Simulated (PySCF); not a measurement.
**SF₂: triplet, from a linear start**

Aim: relax SF₂ as a triplet from a linear start, check by its vibrations whether the end is a minimum, and collect its spectrum and constants.

Computed with PySCF 2.14.0. Level: PBE0, basis S def2-TZVP, F def2-TZVP, no relativity, density fitting.

### Step 1. The starting structure

3 atoms, charge 0, spin multiplicity 3.

Bond lengths: S1–F2 1.670 Å, S1–F3 1.670 Å. Angles: F2–S1–F3 180.0°.

```xyz
3
charge 0 multiplicity 3
S     0.0000    0.0000    0.0000
F     0.0000    0.0000    1.6700
F     0.0000    0.0000   -1.6700
```

### Step 2. The SCF at the typed geometry

One driver script runs all steps and calls PySCF; scf.py shows how it sets up the SCF of each step. The optimiser is the driver's own. After this first run the driver tries any further starts and a stability analysis.

scf.py

```python
from pyscf import gto, scf, dft
mol = gto.M(atom='''
S      0.000000     0.000000     0.000000
F      0.000000     0.000000     1.670000
F      0.000000     0.000000    -1.670000''',
    basis={'S': 'def2-TZVP', 'F': 'def2-TZVP'},
    charge=0, spin=2)
mf = dft.UKS(mol, xc='PBE0')
mf.grids.atom_grid = (50, 194)
aux = {'S': 'def2-universal-JKFIT', 'F': 'def2-universal-JKFIT'}
mf = mf.density_fit(auxbasis=aux)
mf.conv_tol = 1e-08
mf.diis_space = 10
mf.max_cycle = 60
mf.init_guess = 'minao'
mf.verbose = 4
mf.kernel()
```

On the command line:

```bash
OMP_NUM_THREADS=4 python axn.py task.json out
```

The runs that follow: Relaxation: linear start, triplet; Hessian and properties; Downhill along the imaginary mode; Hessian and properties.

Q: Predict the outcome of this session. Wanted: minimum; geometry; wavenumbers; dipole moment; highest occupied, lowest empty level; polar-tensor charge of S1; zero-point energy; atomisation energy; ⟨S²⟩.

**Answer**, as computed:

| quantity | value |
| --- | --- |
| minimum | triplet, C2v |
| geometry | S–F 1.662 Å (×2); F–S–F 161.0° |
| wavenumbers (cm⁻¹) | 217 (a1), 613 (a1), 718 (b2) |
| dipole moment | 0.35 D |
| highest occupied, lowest empty level (either spin) | -8.55, -4.48 eV |
| polar-tensor charge of S1 | +1.21 e |
| zero-point energy | 9.3 kJ/mol |
| entropy at 298.15 K | 264.6 J/(mol K) |
| atomisation energy (no zero-point energy) | 616 kJ/mol |
| ⟨S²⟩ | 2.004 |

**Reading.** The linear start (D∞h) ends in a minimum of C2v symmetry, after a stop at a second-order saddle point 3.7 kJ/mol higher, from which it was pushed off along an imaginary mode. The strongest infrared band lies at 718 cm⁻¹ (b2, stretch). Most of the spin sits on S1 (Mulliken spin 1.61, against 2 for the whole molecule). Other starts or spin states, not run here, may lie lower.
